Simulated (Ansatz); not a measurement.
A run of Ansatz (development build ahead of 0.2.0) on doublet C₂H₆(+) at this shape:

```yaml
atoms:
  - { symbol: C, position_ang: [0.0000, 0.1216, -0.7070] }
  - { symbol: C, position_ang: [0.0000, -0.1216, 0.7070] }
  - { symbol: H, position_ang: [0.0000, 1.1494, -1.0532] }
  - { symbol: H, position_ang: [0.8009, -0.5419, -1.2854] }
  - { symbol: H, position_ang: [-0.8009, -0.5419, -1.2854] }
  - { symbol: H, position_ang: [0.0000, -1.1494, 1.0532] }
  - { symbol: H, position_ang: [0.8009, 0.5419, 1.2854] }
  - { symbol: H, position_ang: [-0.8009, 0.5419, 1.2854] }
```

Its results:

```json
{"Converged": "yes", "Reference energy": "-78.83855 hartree", "Correlation energy": "-0.35156 hartree", "Total energy": "-79.19011 hartree", "Spin squared of the determinant": "0.775", "Stability test": "minimum", "Occupied orbitals by symmetry in an Abelian subgroup (alpha; beta)": "4 Ag 1 Au 1 Bg 3 Bu; 4 Ag 1 Au 3 Bu"}
```

Forces (eV/Å):
```
atom      Fx      Fy      Fz
  C1   0.000  -1.047  -0.997
  C2   0.000   1.047   0.997
  H3   0.000  -0.084   0.013
  H4  -0.926   0.626   0.621
  H5   0.926   0.626   0.621
  H6   0.000   0.084  -0.013
  H7  -0.926  -0.626  -0.621
  H8   0.926  -0.626  -0.621
```

**Question.** Which input gives this output? Name the method, the orbitals and the basis set, and write the input.

**Answer.** UHF-MP2 in cc-pVTZ.

```yaml
crystal:
  periodic: [false, false, false]
  atoms:
    - { symbol: C, position_ang: [0.0, 0.12161, -0.70701] }
    - { symbol: C, position_ang: [0.0, -0.12161, 0.70701] }
    - { symbol: H, position_ang: [0.0, 1.14935, -1.05318] }
    - { symbol: H, position_ang: [0.80087, -0.54189, -1.2854] }
    - { symbol: H, position_ang: [-0.80087, -0.54189, -1.2854] }
    - { symbol: H, position_ang: [0.0, -1.14935, 1.05318] }
    - { symbol: H, position_ang: [0.80087, 0.54189, 1.2854] }
    - { symbol: H, position_ang: [-0.80087, 0.54189, 1.2854] }
basis:
  gaussian: { orbitals: cc-pVTZ }
total_charge: 1
magnetization:
  spin_polarized: true
  initial_magnetization: 1
hamiltonian:
  xc: hf
correlation:
  method: mp2
  frozen_orbitals: { C: 1, H: 0 }
output:
  forces: true
```

Caution: MP2 on this radical cation hangs on the determinant chosen.
